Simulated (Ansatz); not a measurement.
Ansatz (a first-principles code) input (MP2/6-31G*):

Ansatz 0.2 input:
```yaml
crystal:
  periodic: [false, false, false]
  atoms:
    - {symbol: O, position_ang: [0.00702152, 0.00134342, 0.11666744]}
    - {symbol: H, position_ang: [-0.04995842, 0.75929218, -0.47415850]}
    - {symbol: H, position_ang: [-0.00621371, -0.77003954, -0.45918106]}
basis:
  gaussian:
    orbitals: 6-31G*
magnetization: {spin_polarized: false}
correlation: {method: mp2, electrons: outside_noble_gas}
relax: {f_tol: 0.003, max_steps: 120}
```

From the last part of the output:

```
Functional definition: HF
these checks for a lower state are left out or cut short: cluster_reference
integrals: 0.00 GiB planned
200 factors; integrals over basis functions are off by at most 3.8e-4 eV
mean field: 0.04 GiB planned
mean field evaluation 1: about -2066.8090 eV, gradient 2.9e1 eV
mean field evaluation 2: about -2066.8085 eV, gradient 2.9e1 eV
mean field evaluation 4: about -2068.3381 eV, gradient 1.4e0 eV
mean field evaluation 8: about -2068.3445 eV, gradient 1.3e-5 eV
mean field -2068.34448280 eV, -76.0102577687 hartree, gradient 1.3e-6 eV, S^2 0.000000; 0 other end points of the search recorded, 0 dependent functions left out
1 core orbitals not correlated
reference -2068.34448280 eV, -76.0102577687 hartree; 4, 4 occupied and 14, 14 virtual orbitals, 200 factors
densities: 0.04 GiB planned
second order -5.07474063 eV of doubles, -0.00000000 eV of singles
the calculation of the forces begins
relax step   1: F+E_penalty+E_count = -2073.41922343 eV  Δ(F+E_penalty+E_count) = +0.000e0 eV  max|allowed force component| = 4.788e-1 eV/Å  Δτ_max = 0.0000 Å  (35 SCF iters, accepted)
these checks for a lower state are left out or cut short: starts, cluster_reference, orbital_swaps, neighbouring_geometries, increment
integrals: 0.00 GiB planned
200 factors; integrals over basis functions are off by at most 3.8e-4 eV
mean field: 0.04 GiB planned
mean field evaluation 16: about -2068.3372 eV, gradient 2.8e-4 eV
mean field -2068.33678263 eV, -76.0099747927 hartree, gradient 1.0e-6 eV, S^2 0.000000; 0 other end points of the search recorded, 0 dependent functions left out
1 core orbitals not correlated
reference -2068.33678263 eV, -76.0099747927 hartree; 4, 4 occupied and 14, 14 virtual orbitals, 200 factors
densities: 0.04 GiB planned
second order -5.08453530 eV of doubles, -0.00000000 eV of singles
the calculation of the forces begins
relax step   2: F+E_penalty+E_count = -2073.42131794 eV  Δ(F+E_penalty+E_count) = -2.095e-3 eV  max|allowed force component| = 1.893e-1 eV/Å  Δτ_max = 0.0040 Å  (33 SCF iters, accepted)
these checks for a lower state are left out or cut short: starts, cluster_reference, orbital_swaps, neighbouring_geometries, increment
integrals: 0.00 GiB planned
200 factors; integrals over basis functions are off by at most 3.8e-4 eV
mean field: 0.04 GiB planned
mean field evaluation 32: about -2068.3318 eV, gradient 1.0e-6 eV
mean field -2068.33175182 eV, -76.0097899137 hartree, gradient 1.0e-6 eV, S^2 0.000000; 0 other end points of the search recorded, 0 dependent functions left out
1 core orbitals not correlated
reference -2068.33175182 eV, -76.0097899137 hartree; 4, 4 occupied and 14, 14 virtual orbitals, 200 factors
densities: 0.04 GiB planned
second order -5.09009218 eV of doubles, -0.00000000 eV of singles
the calculation of the forces begins
relax step   3: F+E_penalty+E_count = -2073.42184400 eV  Δ(F+E_penalty+E_count) = -5.261e-4 eV  max|allowed force component| = 8.641e-3 eV/Å  Δτ_max = 0.0039 Å  (34 SCF iters, accepted)
these checks for a lower state are left out or cut short: starts, cluster_reference, orbital_swaps, neighbouring_geometries, increment
integrals: 0.00 GiB planned
200 factors; integrals over basis functions are off by at most 3.8e-4 eV
mean field: 0.04 GiB planned
mean field -2068.33193902 eV, -76.0097967933 hartree, gradient 1.1e-6 eV, S^2 0.000000; 0 other end points of the search recorded, 0 dependent functions left out
1 core orbitals not correlated
reference -2068.33193902 eV, -76.0097967933 hartree; 4, 4 occupied and 14, 14 virtual orbitals, 200 factors
densities: 0.04 GiB planned
second order -5.08990793 eV of doubles, -0.00000000 eV of singles
the calculation of the forces begins
relax step   4: F+E_penalty+E_count = -2073.42184695 eV  Δ(F+E_penalty+E_count) = -2.957e-6 eV  max|allowed force component| = 2.203e-4 eV/Å  Δτ_max = 0.0004 Å  (26 SCF iters, accepted)
these checks for a lower state are left out or cut short: cluster_reference
integrals: 0.00 GiB planned
200 factors; integrals over basis functions are off by at most 3.8e-4 eV
mean field: 0.04 GiB planned
mean field -2068.33193902 eV, -76.0097967933 hartree, gradient 1.1e-6 eV, S^2 0.000000; 1 other end points of the search recorded, 0 dependent functions left out
1 core orbitals not correlated
reference -2068.33193902 eV, -76.0097967933 hartree; 4, 4 occupied and 14, 14 virtual orbitals, 200 factors
densities: 0.04 GiB planned
second order -5.08990793 eV of doubles, -0.00000000 eV of singles
the calculation of the forces begins
Total energy: -2073.42184695 eV, -76.1968474598 hartree
Atom 0 at     0.007508     0.001437     0.124757 Å, force    -0.000001    -0.000000    -0.000017 eV/Å
Atom 1 at    -0.050150     0.757430    -0.478185 Å, force    -0.000006     0.000220     0.000006 eV/Å
Atom 2 at    -0.006509    -0.768271    -0.463243 Å, force     0.000007    -0.000220     0.000011 eV/Å
Dipole moment:    -0.027507    -0.005263    -0.457045 e Å
Checks for a lower state left out: cluster_reference
```
